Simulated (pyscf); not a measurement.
Thermochemistry of product channels of O=Ga–OH (SMILES [O]=[Ga][OH]) + NH₃ (SMILES N) on the singlet surface, in kcal/mol, from CCSD(T)/def2-TZVPP + ΔMP2(QZVPP) energies (ideal gas, 1 atm, RRHO with modes under 100 cm⁻¹ raised to 100, one conformer, R ln 2 for chiral ones without a mode under 150 cm⁻¹). Single points on ωB97X-D3(BJ)/def2-SVP structures (PySCF, gas phase). MP2 and CC: frozen core, UHF for open shells. ΔMP2 is the change of the MP2 total energy from the triple- to the quadruple-zeta basis.

```
products                                             ΔE  ΔH(298 K)  ΔG(298 K)  ΔG(600 K)
------------------------------------------------  -----  ---------  ---------  ---------
H₂N–Ga=O (SMILES [NH2][Ga]=[O]) + H₂O (SMILES O)   +2.9       +2.5       +2.2       +1.7
H₂N–Ga(OH)–OH (SMILES [NH2][Ga]([OH])[OH])        -61.6      -60.7      -51.9      -43.4
```

These are energies of the channels, which say nothing of barriers. The CCSD(T) − MP2 part came from Ansatz, without density fitting, on the same reference. The frozen core leaves the outer d or s,p core shells of the metals and heavy elements correlated in the MP2 and CC values, and def2-TZVPP describes them poorly, which can shift differences by a few kcal/mol. Elements up to Kr have no core potential and no relativistic terms here.
